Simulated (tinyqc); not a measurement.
Hueckel theory of the pi electrons, for the molecule C=CF (SMILES; centres numbered as the heavy atoms are written), step by step. One step of it, computed by the program tinyqc.

Problem. Energy, charges, bond orders. E = sum n x; q_r = z_r - P_rr; bond order p = P_rs; free valence = sqrt(3) - sum of p over the bonds of the atom.

x values: 3.171554  0.890577  -1.062130

occupations: 2.000000  2.000000  0.000000

charge and bond-order matrix P:
```
,1C,2C,3F
1C,1.074768,0.982717,-0.169345
2C,0.982717,0.956227,0.179867
3F,-0.169345,0.179867,1.969005
```

Centres:
```
centre,"z_r, pi electrons of the neutral centre",h
1C,1,0.000000
2C,1,0.000000
3F,2,3.000000
```

Bonds:
```
i,j,k
1,2,1
2,3,0.700000
```

Give: pi energy = 4 alpha + this times beta; pi charges; Bond orders and lengths from R = 1.517 - 0.180 p; free valence of the carbons; gap between the highest filled and the next level.

Solution.

pi energy = 4 alpha + this times beta = 8.1243

pi charges: 1C -0.0748, 2C 0.0438, 3F 0.0310

Bond orders and lengths from R = 1.517 - 0.180 p (angstrom, C-C alone):
```
bond,p,R
1-2,0.9827,1.3401
2-3,0.1799,-
```

free valence of the carbons: 1C 0.7493, 2C 0.5695

gap between the highest filled and the next level = 1.9527 |beta|
